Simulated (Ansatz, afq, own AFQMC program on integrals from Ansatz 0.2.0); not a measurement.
**Atomization energy of AuCH5O, singlet**

```yaml
atoms:
  - { symbol: C, position_ang: [-1.0541, 1.2953, -0.6533] }
  - { symbol: Au, position_ang: [0.1942, -0.1511, -0.0408] }
  - { symbol: O, position_ang: [1.5957, -1.7768, 0.6515] }
  - { symbol: H, position_ang: [-2.0662, 0.8857, -0.7986] }
  - { symbol: H, position_ang: [-0.6997, 1.7167, -1.6074] }
  - { symbol: H, position_ang: [-1.1011, 2.1003, 0.0970] }
  - { symbol: H, position_ang: [1.0922, -2.5666, 0.8868] }
  - { symbol: H, position_ang: [2.0391, -1.5035, 1.4647] }
```

Atoms in their ground-state spins without spin–orbit coupling (mostly on UHF) minus the molecule (RHF), without zero-point energy. The geometry is a stationary point, not shown to be a minimum.

Basis def2-TZVP with its core potentials. Noble-gas cores (and the filled d shells of Ga–Kr and In–Xe) are frozen. Integrals, coupled cluster, full CI and functionals: Ansatz 0.2.0; the random walks run on the same integrals in our own AFQMC program. The CISD trial takes its coefficients from CCSD amplitudes. Released means that phaseless walkers are propagated on without the constraint, phases kept. Uncertainties: one standard error, sampling alone. No spin–orbit coupling. The metal's outer-core s and p shells are frozen, which shifts wave-function levels against functionals. The errors of all members are added in quadrature.

No full CI on the walks' own integrals is used here. The released AFQMC energy serves as the reference, which it does only where one determinant dominates, the energy is flat over the last release times and near the phaseless one (40 meV or 2 meV an electron, half that with transition metals). On small molecules, where full CI could be run and the noise was under 10 meV, such values lay within 10 meV of it in 19 cases of 20, a flattering rate, since the rule was set on those same cases; what remains of the bias isn't in the error bar. Each member takes its own surest rung, up to full CI.

The best estimate is CCSD(T) at the basis-set limit (CBS: def2-TZVPP and def2-QZVPP, with their diffuse functions for anions and beside diffuse sets, CCSD(T) itself extrapolated) plus the step from CCSD(T) to AFQMC with the constraint released in def2-TZVP. Rows without CBS are in def2-TZVP; B2PLYP and the wave-function rows carry a basis error of their own. Core correlation and relativity beyond core potentials are missing, and ± holds the sampling alone.

Cautions: no spin-orbit coupling; outer-core shells of the metal frozen; AuCH₅O (singlet): the released value is read at 1.20 1/Eh with a noise of 21 meV, more than in the cases checked (meV from the phaseless value at times in 1/Eh: -7 ± 9 at 0.24, -1 ± 14 at 0.48, -4 ± 14 at 0.80, 7 ± 21 at 1.20), released reference can be 30 meV off for metals; other spins of the molecule weren't checked.

Best estimate: 26.851 ± 0.021 eV.

```json
{"level": "HF", "atomization energy (eV)": "18.422", "error against the best estimate (eV)": "-8.429 ± 0.021"}
{"level": "MP2", "atomization energy (eV)": "26.007", "error against the best estimate (eV)": "-0.844 ± 0.021"}
{"level": "CCSD", "atomization energy (eV)": "25.256", "error against the best estimate (eV)": "-1.596 ± 0.021"}
{"level": "CCSD(T)", "atomization energy (eV)": "25.644", "error against the best estimate (eV)": "-1.207 ± 0.021"}
{"level": "ph-AFQMC/CISD", "atomization energy (eV)": "25.668 ± 0.012", "error against the best estimate (eV)": "-1.183 ± 0.024"}
{"level": "released AFQMC", "atomization energy (eV)": "25.662 ± 0.022", "error against the best estimate (eV)": "-1.189"}
{"level": "HF/CBS", "atomization energy (eV)": "18.609", "error against the best estimate (eV)": "-8.243 ± 0.021"}
{"level": "MP2/CBS", "atomization energy (eV)": "27.301", "error against the best estimate (eV)": "0.450 ± 0.021"}
{"level": "CCSD(T)/CBS", "atomization energy (eV)": "26.846", "error against the best estimate (eV)": "-0.005 ± 0.021"}
{"level": "PBE", "atomization energy (eV)": "26.951", "error against the best estimate (eV)": "0.100 ± 0.021"}
{"level": "r2SCAN", "atomization energy (eV)": "26.761", "error against the best estimate (eV)": "-0.090 ± 0.021"}
{"level": "PBE0", "atomization energy (eV)": "26.285", "error against the best estimate (eV)": "-0.566 ± 0.021"}
{"level": "B3LYP", "atomization energy (eV)": "26.291", "error against the best estimate (eV)": "-0.560 ± 0.021"}
{"level": "wB97M-V", "atomization energy (eV)": "26.505", "error against the best estimate (eV)": "-0.346 ± 0.021"}
{"level": "B2PLYP", "atomization energy (eV)": "26.148", "error against the best estimate (eV)": "-0.703 ± 0.021"}
```

Correlation beyond CCSD(T) changes it by less than twice the noise. Going to the basis-set limit adds 1.202 eV at CCSD(T). The perturbative (T) step is worth +0.388 eV.

Best estimates are given only where the step beyond CCSD(T) is under 0.3 eV and no member's determinant is very poor (T1 over 0.05, or 0.07 for open shells, ⟨S²⟩ too high by 0.3, two states mixed), so the hardest cases are missing from such tables.

The functionals ran in a triple-zeta set and keep a basis error of their own, a few kJ/mol for each bond in atomization energies and more for double hybrids, so close places among them and the extrapolated levels can swap.

Each member of a difference takes its own highest rung, so a best estimate needn't equal the limit plus the step of one row. Released energies are given only where the last usable release times agree within the noise; a slower fall can still hide under it. The exponents were fitted on light atoms, and def2 sets of heavy atoms don't grow evenly, so the limit is rough here.
